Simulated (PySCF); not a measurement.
**Which basis set comes closest?**

Molecule: 3,3-dimethyl-1-butene (SMILES CC(C=C)(C)C).

Atom-mapped SMILES (the numbers label the heavy atoms): `[CH2:1]=[CH:2][C:3]([CH3:4])([CH3:5])[CH3:6]`. Each H is labelled by its parent atom. Ha(C1) is cis to C3; Hb(C1) is trans to C3.

Geometry PBE0-D3(BJ)/def2-SVP throughout; GIAO in PySCF, gas phase, one conformer, non-relativistic; equivalent atoms averaged; functional PBE0.

Reference values (estimated from measurements, as parent shift plus tabulated substituent increments; solution, not stated per compound (mostly CDCl3 or CCl4); Pretsch, Buehlmann, Badertscher, Structure Determination of Organic Compounds, 4th ed. (2009)): δ(C2) = 149.3 ppm, δ(C1) = 108.5 ppm. Computed shifts are taken against TMS, calculated as an isolated molecule at each level.

How do the basis sets STO-3G, 6-31G, pcSseg-0, 6-31G*, def2-SVP, cc-pVDZ, pcSseg-1, 6-311+G(2d,p), aug-cc-pVDZ, def2-TZVP, IGLO-III perform against the reference? Times are CPU seconds on shared hosts with different chips, so compare them loosely.

Results:


```
    basis set  functions     C2     C1  mean abs. error C  core-s
       STO-3G         42  117.7  102.4               18.9     3.6
        6-31G         78  146.6  109.2                1.7     7.4
     pcSseg-0         78  160.8  123.4               13.2     6.8
       6-31G*        108  142.9  106.8                4.1      11
     def2-SVP        144  149.5  109.6                0.6      14
      cc-pVDZ        144  150.5  110.3                1.5      15
     pcSseg-1        162  159.3  116.5                9.0      20
6-311+G(2d,p)        234  157.5  113.4                6.5      31
  aug-cc-pVDZ        246  151.9  109.2                1.6      35
    def2-TZVP        258  158.9  114.4                7.8      38
     IGLO-III        330  163.0  117.3               11.2      54
```

For 13C the closest is def2-SVP (0.6 ppm) and the furthest STO-3G (18.9 ppm). Where a smaller basis beats a larger one, errors probably cancel. One molecule is a small sample, and vibrational and solvent effects are absent from the calculation.

A small basis that lands close on one nucleus may do so by chance; judge by the trend and by all nuclei.
